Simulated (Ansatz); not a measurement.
Relaxation of C3H8N2 (13 atoms, charge 0, multiplicity 1), to a largest force component of 0.015 eV/Å in at most 40 steps.

Level of theory: RKS PBE/6-31G in Ansatz.

```xyz
13
Properties=species:S:1:pos:R:3
N -1.195 0.674 1.385
C -0.764 0.279 0.061
C 0.456 0.886 -0.526
C 0.575 -0.530 -0.045
N 0.581 -1.619 -1.051
H -0.476 1.031 1.972
H -1.822 1.535 1.275
H -1.514 0.058 -0.650
H 0.512 1.089 -1.538
H 1.043 1.613 0.094
H 1.016 -0.748 0.909
H 0.100 -1.312 -1.888
H 0.070 -2.348 -0.687
```

Question: Where does it end, and by what steps?

Answer: It converged. Limits of this set-up: no polarisation functions. After 15 steps the energy has fallen by 0.891 eV; H6 moved furthest, 1.18 Å.

| step | energy less start (eV) | largest force component (eV/Å) | accepted |
| --- | --- | --- | --- |
| 0 | 0.0000 | 2.951 | yes |
| 1 | -0.5777 | 0.956 | yes |
| 2 | -0.6793 | 0.289 | yes |
| 3 | -0.7107 | 0.314 | yes |
| 4 | -0.7376 | 0.297 | yes |
| 5 | -0.7512 | 0.165 | yes |
| 6 | -0.7618 | 0.477 | yes |
| 7 | -0.7814 | 0.504 | yes |
| 8 | -0.7910 | 0.376 | yes |
| 9 | -0.8261 | 0.650 | yes |
| 10 | -0.8397 | 1.113 | yes |
| 11 | -0.8451 | 0.347 | yes |
| 12 | -0.8494 | 0.725 | yes |
| 13 | -0.8898 | 0.054 | yes |
| 14 | -0.8905 | 0.020 | yes |
| 15 | -0.8906 | 0.004 | yes |

```xyz
13
Properties=species:S:1:pos:R:3
N -0.920 0.909 1.487
C -0.769 0.394 0.152
C 0.373 0.958 -0.683
C 0.465 -0.464 -0.145
N 0.321 -1.534 -1.095
H -1.359 0.274 2.155
H -1.287 1.859 1.550
H -1.658 0.094 -0.427
H 0.203 1.071 -1.756
H 1.003 1.715 -0.213
H 1.131 -0.584 0.725
H 1.117 -1.674 -1.718
H -0.039 -2.411 -0.717
```

Run time: 50 s on 1 thread of Arm Neoverse V2, with other jobs on the host, peak memory 0.12 GiB.
